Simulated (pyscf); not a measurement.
Four-centre exchange: `[CH3][CH2][ZnH]` + `[ClH]` → `[CH3][CH2][Zn][Cl]` + `[H][H]`

Gas phase, singlet surface, charge 0. Bonds broken: Zn3–H9, Cl10–H11. Bonds formed: Zn3–Cl10, H9–H11. Structures and frequencies: ωB97X-D3(BJ)/def2-SVP in PySCF.

Transition state (Å):

```xyz
11

C     -0.7096     1.6431    -0.9217
C     -0.0174     0.2839    -0.7570
Zn    -0.9190    -0.8224     0.5669
H     -1.7475     1.5330    -1.2770
H     -0.7603     2.1946     0.0315
H     -0.1841     2.2889    -1.6469
H      1.0336     0.4194    -0.4470
H      0.0203    -0.2554    -1.7192
H     -1.3857    -2.1448     1.5080
Cl    -2.7255    -0.0018     2.1055
H     -2.0793    -1.3652     1.9350
```

One imaginary mode, 931i cm⁻¹; descent along it reached the two sides named, in the forms told below.

```csv
bond,change,reactant side (Å),saddle,product side
Zn3–H9,breaks,1.564,1.689,3.1
Cl10–H11,breaks,1.287,1.518,2.9
Zn3–Cl10,forms,2.9,2.511,2.124
H9–H11,forms,2.571,1.127,0.762
```

Electronic energies relative to the separated reactants (kcal/mol):

```
level                   barrier  reaction energy  reverse barrier
----------------------  -------  ---------------  ---------------
ωB97X-D3(BJ)/def2-TZVP      3.5            -33.2             36.7
PBE/def2-TZVP               0.3            -30.3             30.6
r²SCAN/def2-TZVP           -0.6            -32.5             31.9
B3LYP-D3(BJ)/def2-TZVP      3.2            -31.7             35.0
PBE0-D3(BJ)/def2-TZVP       0.9            -31.4             32.3
M06-2X/def2-TZVP            1.5            -35.7             37.2
ωB97M-D3(BJ)/def2-TZVP      5.7            -30.3             36.0
HF/def2-TZVP               16.1            -32.8             48.9
```

With ωB97M-D3(BJ)/def2-TZVP energies and thermal terms (ideal gas, 1 atm, RRHO with modes under 100 cm⁻¹ raised to 100, one conformer, R ln 2 for rigid chiral ones), in kcal/mol:

```tsv
T (K)	ΔH‡	ΔG‡	ΔH	ΔG
298	5.0	14.7	-30.5	-29.0
600	4.9	24.6	-29.9	-27.8
900	5.2	34.3	-29.5	-26.8
1200	5.7	44.0	-29.4	-25.9
```

On the reactant side the descent ends in a complex, 4.8 kcal/mol under the separated species and 8.2 kcal/mol under the saddle at ωB97X-D3(BJ)/def2-TZVP. At r²SCAN the saddle lies under the separated reactants, which points to a path from their complex (located at ωB97X-D3(BJ) alone). This is the saddle that the search found; another between the same sides may lie lower. Elements up to Kr have no core potential and no relativistic terms here.
